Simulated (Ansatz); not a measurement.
Process, species as SMILES: C1=CC1 → 3 C atom + 4 H atom
B3LYP-D3(BJ)/def2-TZVP geometries, fixed; electronic energies without zero-point terms.

Basis-set convergence of the atomisation energy at HF with Ansatz (a first-principles code). Cartesian d functions, on some or all atoms, in 6-31G*, 6-31+G*; all else is spherical. Open shells are unrestricted. No added dispersion term, no relativity. Functions are those of the species that has most. Reference: the value in def2-QZVPPD, 497.83 kcal/mol, itself unsure by roughly 0.48 kcal/mol (its mean distance from pcseg-3, def2-QZVPP, cc-pVQZ). Deviations are taken from unrounded values.

| basis | functions | atomisation energy (kcal/mol) |
|---|---|---|
| 6-31G* | 53 | 493.92 |
| 6-31+G* | 65 | 490.67 |
| cc-pVDZ | 62 | 487.10 |
| aug-cc-pVDZ | 105 | 486.89 |
| def2-SVP | 62 | 507.09 |
| def2-SVPD | 92 | 507.33 |
| pcseg-1 | 62 | 493.91 |
| aug-pcseg-1 | 105 | 495.84 |
| 6-311G** | 78 | 492.80 |
| 6-311+G** | 90 | 492.54 |
| def2-TZVP | 117 | 496.40 |
| def2-TZVPD | 147 | 496.39 |
| cc-pVTZ | 146 | 496.73 |
| aug-cc-pVTZ | 230 | 496.79 |
| pcseg-2 | 146 | 498.79 |
| aug-pcseg-2 | 230 | 499.01 |
| def2-TZVPP | 149 | 497.23 |
| def2-TZVPPD | 179 | 497.21 |
| def2-QZVPP | 291 | 497.86 |
| def2-QZVPPD | 321 | 497.83 |

What the diffuse functions change, pair by pair:
- 6-31G* to 6-31+G*: 12 more functions, deviation -3.91 to -7.17 kcal/mol
- cc-pVDZ to aug-cc-pVDZ: 43 more functions, deviation -10.73 to -10.94 kcal/mol
- def2-SVP to def2-SVPD: 30 more functions, deviation 9.26 to 9.50 kcal/mol
- pcseg-1 to aug-pcseg-1: 43 more functions, deviation -3.93 to -1.99 kcal/mol
- 6-311G** to 6-311+G**: 12 more functions, deviation -5.04 to -5.30 kcal/mol
- def2-TZVP to def2-TZVPD: 30 more functions, deviation -1.43 to -1.44 kcal/mol
- cc-pVTZ to aug-cc-pVTZ: 84 more functions, deviation -1.10 to -1.04 kcal/mol
- pcseg-2 to aug-pcseg-2: 84 more functions, deviation 0.95 to 1.18 kcal/mol
- def2-TZVPP to def2-TZVPPD: 30 more functions, deviation -0.61 to -0.62 kcal/mol
- def2-QZVPP to def2-QZVPPD: 30 more functions, deviation 0.03 to 0.00 kcal/mol

Leaving out the reference's own pair, they bring the value nearer the reference by more than 0.48 kcal/mol in 1 of 9 pairs.
